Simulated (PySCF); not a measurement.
An unknown is described by computed data only.

Formula: C4H3FO.

- Rotational structure: rotational constants A, B, C: 10.971, 1.762, 1.533 GHz [GFN2-xTB]
- 13C NMR: chemical shifts (computed TMS as zero) by class: 150.7 (1 C), 100.3 (1 C), 74.2 (1 C), 4.8 (1 C) ppm [GIAO PBE0/pcSseg-1]
- UV, strongest line: among the 8 lowest singlet transitions: S3 at 5.78 eV (215 nm, f = 0.128) [TDDFT B3LYP/def2-SVPD]
- Triplet: lowest triplet excitation (Tamm–Dancoff): 4.29 eV [TDA B3LYP/def2-SVPD]
- Couplings: largest of the computed one-bond spin–spin couplings (means over like bonds): 19F–13C -379.1, 13C–13C +218.6, 13C–13C +159.8, 13C–1H +139.2 (×3), 13C–13C +72.6, 17O–13C +16.7 Hz [B3LYP/pcJ-1]
- 1H NMR: chemical shifts (computed TMS as zero) by class: 2.28 (3 H) ppm [GIAO PBE0/pcSseg-1]

Gas-phase values; electronic properties from PySCF, density fitting. Levels stand in brackets. Isolated species at its GFN2-xTB geometry, gas phase. Each NMR value is the plain mean over a class of atoms that symmetry, rotation or inversion makes alike.

Question: What is the compound? Reason from the data.

Answer: Numbering: `[CH3:1][C:2]#[C:3][C:4](=[O:5])[F:6]`. Its formula, C4H3FO, gives 3 degrees of unsaturation: 0 rings and 3 π bonds in the structure found. 4 carbons fall into 4 classes; from least to most shielded: acyl halide carbon [C4] (150.7 ppm), alkyne carbon [C2] (100.3 ppm), alkyne carbon [C3] (74.2 ppm), propargylic carbon [C1] (4.8 ppm). All hydrogens form one class (2.28 ppm): methyl hydrogen. The couplings run between: -379.1 Hz, acyl fluorine [F6] and acyl halide carbon [C4]; +218.6 Hz, alkyne carbon [C2] and alkyne carbon [C3]; +159.8 Hz, alkyne carbon [C3] and acyl halide carbon [C4]; +139.2 Hz, propargylic carbon [C1] and its hydrogen (with 2 like pairs); +72.6 Hz, propargylic carbon [C1] and alkyne carbon [C2]; +16.7 Hz, carbonyl oxygen [O5] and acyl halide carbon [C4]. By its constants the optimised geometry is an asymmetric top. Structure: `FC(C#CC)=O`. Computed isomers that give other values at the same levels: `O=C1C=C[C@@H]1F` (13C chemical shifts (computed TMS as zero) by class: 188.7 (1 C), 176.5 (1 C), 156.1 (1 C), 106.8 (1 C) ppm); `Fc1ccoc1` (13C chemical shifts (computed TMS as zero) by class: 165.3 (1 C), 145.5 (1 C), 131.6 (1 C), 109.5 (1 C) ppm); `O=c1cc1CF` (13C chemical shifts (computed TMS as zero) by class: 181.9 (1 C), 155.0 (1 C), 149.6 (1 C), 83.3 (1 C) ppm). The assignments are read from this structure; whether some other isomer fits the data as well wasn't checked.
